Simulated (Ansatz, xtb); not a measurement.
# CHBF: where a starting geometry ends

The starting geometry of this gas-phase doublet has its atoms placed at random.

| atom | x (Å) | y (Å) | z (Å) |
| --- | --- | --- | --- |
| C | 1.0403 | 0.7694 | 0.2945 |
| B | -0.5141 | 0.8709 | -0.3282 |
| F | 1.3821 | -0.8774 | 0.7926 |
| H | 0.0374 | 0.1909 | 0.5114 |

**Question.** Guess where an optimisation with r2SCAN-D4/def2-SVP ends from this start.

**Answer.** It ends as `[B]=CF`. Distances that change by over a tenth: C1–B2 (1.68 → 1.42 Å). Contacts that open: B2–H4 (1.21 → 2.16 Å). Contacts that close: C1–F3 (1.75 → 1.34 Å).

The energy falls by 4.29 eV over 15 steps:

```json
{"step": "1", "E − E(last) (eV)": "4.294"}
{"step": "3", "E − E(last) (eV)": "1.095"}
{"step": "4", "E − E(last) (eV)": "0.452"}
{"step": "6", "E − E(last) (eV)": "0.304"}
{"step": "7", "E − E(last) (eV)": "0.282"}
{"step": "9", "E − E(last) (eV)": "0.095"}
{"step": "10", "E − E(last) (eV)": "0.045"}
{"step": "12", "E − E(last) (eV)": "0.006"}
{"step": "13", "E − E(last) (eV)": "0.004"}
{"step": "15", "E − E(last) (eV)": "0.000"}
```

Final geometry (Å):

```xyz
4

C     0.4751    0.2322    0.3424
B     0.0721    1.0265   -0.7607
F     1.6037   -0.4807    0.4808
H    -0.2053    0.1759    1.2078
```

From the same start GFN2-xTB reaches the same bonding as this run.

From so rough a start the end depends on the optimiser's path, so another program may land elsewhere. The end wasn't checked by frequencies. Open shells are spin-unrestricted. Run with Ansatz 0.2.0, 30 s on 2 threads of Arm Neoverse V1, with other jobs on the host.
